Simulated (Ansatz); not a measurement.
fcc Sr, treated with LDA in Ansatz (plane waves, PAW).

Settings: plane-wave cutoff 520 eV, 16×16×16 k mesh, Fermi–Dirac smearing 0.05 eV, scalar-relativistic PAW data made under PBE.

Cell (relaxed at this level):

Space group Fm-3m (No. 225); a = b = c = 5.7927 Å, α = β = γ = 90.00°

```
atom  site  symmetry       x       y       z
----  ----  --------  ------  ------  ------
Sr      4a      m-3m  0.0000  0.0000  0.0000
```
(The calculation used a cell of 1 atom; values per cell refer to that cell.)

Question: Predict the bulk modulus B0, smallest direct gap on the k points sampled and pressure derivative B′ of the bulk modulus.

Answer: 
bulk modulus B0: 14.0 GPa
smallest direct gap on the k points sampled: 0.12 eV (under three smearing widths, so not firm)
pressure derivative B′ of the bulk modulus: 3.4

Measured, for comparison: bulk modulus 12.5 GPa (corrected for temperature and zero-point phonon effects, our sources range from 12.0 to 12.5; as tabulated in Levämäki et al. (2014), arXiv:1402.3671). Computed (rounded) less measured: bulk modulus +12 % (+12 % to +17 % over the range).

Spin–orbit coupling is not included; it can close the smallest gap of 0.01 eV.

The computed numbers hold no vibrational or temperature effects.

Ansatz is a program for electronic structure.
